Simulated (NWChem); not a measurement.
System: Li2; SMILES [Li][Li]

```xyz
2

Li     0.0000     0.0000    -1.3635
Li     0.0000     0.0000     1.3635
```
Atoms are numbered in this order, from 1.

Level: B3LYP/6-31G* (spherical d) (NWChem), optimised geometry, unscaled harmonic frequencies. 

Problem. List the harmonic frequencies with IR intensities, and the thermochemistry.

Solution. 
```tsv
frequency (cm⁻¹)	IR intensity (km/mol)
342	0.0
```

| Quantity | Result |
|---|---|
| zero-point energy | 0.5 kcal/mol |
| thermal correction to the enthalpy at 298.15 K (with zero-point energy) | 2.8 kcal/mol |
| heat capacity Cv | 6.6 cal/(mol K) |
| entropy at 298.15 K and 1 atm (symmetry number 2) | 47.1 cal/(mol K) |
| dipole moment | 0.00 D |

Rigid rotor and harmonic oscillator.
